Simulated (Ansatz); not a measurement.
Kohn–Sham single points on `F/C=C/F`.

```yaml
crystal:
  periodic: [false, false, false]
  atoms:
    - {symbol: F, position_ang: [-1.017033, -0.026118, -1.442122]}
    - {symbol: C, position_ang: [0.066246, 0.019101, -0.663972]}
    - {symbol: C, position_ang: [-0.052207, -0.040589, 0.648566]}
    - {symbol: F, position_ang: [1.031067, 0.004831, 1.426714]}
    - {symbol: H, position_ang: [1.003743, 0.105886, -1.198453]}
    - {symbol: H, position_ang: [-0.989716, -0.127112, 1.183068]}
basis:
  gaussian: {orbitals: def2-TZVPP}
hamiltonian: {xc: {name: B2PLYP}}
```

```sh
$ ansatz run in.yaml --threads 4 --pin off --events-out ev --progress --plain --max-ram 10444MiB
```

It prints (some lines left out):

```
Functional definition: B2PLYP
970 factors; integrals over basis functions are off by at most 9.3e-4 eV
mean field evaluation 1: about -7529.0556 eV, gradient 2.8e1 eV
mean field evaluation 2: about -7529.0569 eV, gradient 2.8e1 eV
mean field evaluation 4: about -7530.3663 eV, gradient 3.4e0 eV
mean field evaluation 8: about -7530.3826 eV, gradient 1.4e-2 eV
mean field -7530.38256217 eV, -276.7364548832 hartree, gradient 9.9e-6 eV, S^2 0.000000; 0 other end points of the search recorded, 0 dependent functions left out
4 core orbitals not correlated: weight in the atoms' cores, before any rotation towards them, 1.000 or more for the frozen orbitals, at most 0.000 for the correlated occupied ones
reference -7530.38268284 eV, -276.7364593177 hartree; 12, 12 occupied and 136, 136 virtual orbitals, 970 factors
second order -26.32814867 eV of doubles, -0.00000000 eV of singles
Total energy: -7537.49128298 eV, -276.9976955545 hartree
```

It took 0.95 s on 4 threads of an Intel Xeon Platinum 8488C on a shared host, with 0.26 GiB of host memory at the peak.

With the line `hamiltonian: {xc: pbe, dispersion: d4}` and forces (abridged; 0.55 s):

```
Functional definition: PBE
mean field -7534.45259565 eV, -276.8860258549 hartree, gradient 4.0e-5 eV, S^2 0.000000
Total energy: -7534.51970934 eV, -276.8884922375 hartree
Atom 0 force    -0.576863    -0.022866    -0.455994 eV/Å
Atom 1 force     0.343684     0.035303    -0.260734 eV/Å
Atom 2 force    -0.343718    -0.034195     0.260791 eV/Å
Atom 3 force     0.576862     0.022371     0.455975 eV/Å
Atom 4 force     0.230940     0.020628    -0.125007 eV/Å
Atom 5 force    -0.230905    -0.021240     0.124969 eV/Å
Dipole moment:    -0.000005     0.000032     0.000002 e Å
```

Changing it to `hamiltonian: {xc: {name: B3LYP}, dispersion: d4}` and forces (abridged; 0.85 s):

```
Functional definition: B3LYP
mean field evaluation 16: about -7542.3578 eV, gradient 4.6e-6 eV
mean field -7542.35780546 eV, -277.1765369570 hartree, gradient 4.6e-6 eV, S^2 0.000000
Total energy: -7542.46567892 eV, -277.1805012333 hartree
Atom 0 force    -0.335599    -0.013685    -0.260499 eV/Å
Atom 1 force     0.397463     0.024597     0.113246 eV/Å
Atom 2 force    -0.397506    -0.023296    -0.113180 eV/Å
Atom 3 force     0.335602     0.013120     0.260481 eV/Å
Atom 4 force    -0.071543    -0.006813     0.032371 eV/Å
Atom 5 force     0.071584     0.006077    -0.032419 eV/Å
Dipole moment:    -0.000005     0.000029     0.000002 e Å
```

Changing it to `hamiltonian: {xc: {name: BHLYP}, dispersion: d4}` (abridged; 0.65 s):

```
Functional definition: BHLYP
mean field -7538.92068344 eV, -277.0502250525 hartree, gradient 4.9e-5 eV, S^2 0.000000
Total energy: -7538.99202265 eV, -277.0528467202 hartree
```

Changing it to `hamiltonian: {xc: hse06, dispersion: d4}` (abridged; 0.7 s):

```
Functional definition: HSE06
mean field -7534.17168581 eV, -276.8757026087 hartree, gradient 5.4e-5 eV, S^2 0.000000
Total energy: -7534.22195992 eV, -276.8775501480 hartree
```

With the line `hamiltonian: {xc: {name: B97M-V}}` (abridged; 1.4 s):

```
Functional definition: B97M-V
mean field -7540.26949613 eV, -277.0997930044 hartree, gradient 3.7e-5 eV, S^2 0.000000
Total energy: -7540.26953489 eV, -277.0997944291 hartree
```

B3LYP takes the VWN-RPA correlation (the form of Gaussian; ORCA's B3LYP/G).

HSE06 is the plane-wave form, built on full-range PBE exchange.
